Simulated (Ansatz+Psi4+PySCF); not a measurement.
A calculation with PySCF 2.14.0.

```python
from pyscf import gto, scf, mp

# the (T+d) and (D+d) sets load through basis_set_exchange
mol = gto.M(atom="""
Si 1.302330 -0.023830 0.004450
Si -0.673780 1.167970 -0.009710
Si -0.670130 -1.139050 -0.027940
""", basis='cc-pv(t+d)z', charge=0, spin=2)
mf = scf.UHF(mol)
mf.kernel()
pt = mp.MP2(mf, frozen=15).run()
print(mf.e_tot, pt.e_corr, pt.e_tot)
```

The script is written out from the run's settings.

Results

- Converged: yes
- Reference energy: -866.71346 hartree
- Correlation energy: -0.29268 hartree
- Total energy: -867.00613 hartree
- Spin squared of the determinant: 2.029

Messages of the program:
```
WARN: HOMO -0.129169911625871 >= LUMO -0.133419096907734
WARN: HOMO -0.129169911625871 >= LUMO -0.133419096907734
```
